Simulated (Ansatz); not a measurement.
**How the equilibrium lattice constant a of Cu (model structure, started from the diamond type, Fd-3m, No. 227, 2 atoms in the cell) moves with the method**

No measured value is used here.

```json
[
 {"level (code)": "PBE (Ansatz)", "value (Å)": "(withheld)"},
 {"level (code)": "PBEsol (Ansatz)", "value (Å)": "5.232"},
 {"level (code)": "PBE-D3(BJ) (Ansatz)", "value (Å)": "5.255"},
 {"level (code)": "r²SCAN (Ansatz)", "value (Å)": "5.250"}
]
```

Question: Some entries are withheld; supply them.

Answer: 
- PBE (Ansatz, a first-principles code), value (Å): 5.353

Ansatz's density-functional and Hartree–Fock values are scalar-relativistic unless marked +SOC, with PAW data made under PBE.

A model structure was made by putting elements into a prototype or built by hand; it is no filed structure, need not be a known phase, and can be a saddle point held by its symmetry.
